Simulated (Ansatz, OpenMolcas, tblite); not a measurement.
# C2Si: methods side by side

The species is C2Si (3 atoms), meant as a singlet with charge 0. The shape is that of a GFN2-xTB optimisation.

```xyz
3

C    -1.1118    0.7375   -0.5228
C    -0.1352    0.0892   -0.0636
Si    1.2470   -0.8267    0.5864
```

Quantity: the vertical energy of the triplet above the singlet, in eV. The values are calculated.

```
                             level                    kind     program  value (eV)  less FCI/STO-3G
                          GFN2-xTB          semi-empirical      tblite        1.20            +0.18
                        PBE/STO-3G                     GGA      Ansatz        1.63            +0.61
                      BHLYP/STO-3G           global hybrid      Ansatz        1.37            +0.35
                    r2SCAN0/STO-3G         hybrid meta-GGA      Ansatz        1.29            +0.27
                      HSE06/STO-3G  range-separated hybrid      Ansatz        1.49            +0.47
                     B2PLYP/STO-3G           double hybrid      Ansatz        1.62            +0.60
                    RPA@PBE/STO-3G                     RPA      Ansatz        1.62            +0.60
                        MP2/STO-3G     perturbation theory      Ansatz        2.00            +0.98
                     CCSDTQ/STO-3G   coupled cluster or CI      Ansatz        1.03            +0.01
FCI/STO-3G, open shells restricted      exact in the basis  OpenMolcas        1.02             0.00
```

FCI/STO-3G, open shells restricted is exact within its basis and frozen core, so for wave-function methods in that basis the difference is their error; functionals converge differently with the basis, so for them it is only a difference. The values span 1.02 to 2.00 eV. Spin contamination of the reference (⟨S²⟩ at least 0.1 too high) touches BHLYP/STO-3G, r2SCAN0/STO-3G, B2PLYP/STO-3G, MP2/STO-3G, CCSDTQ/STO-3G. All rows use very small basis sets, so none should be taken for the real molecule's value.
